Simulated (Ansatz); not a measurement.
A geometry relaxed with PBE0-D3(BJ)/def2-SVP in Ansatz (an electronic-structure program), charge 0, multiplicity 1:

```xyz
6

H     -1.0841    -0.7931    -0.1595
H      1.5606     0.1055     0.2583
H     -0.3734     0.6102    -0.9870
C     -0.3381     0.0091    -0.0568
O      0.9037    -0.5908     0.1676
H     -0.6687     0.6590     0.7775
```

Problem. Write the SMILES of this molecule.

Solution. `CO`
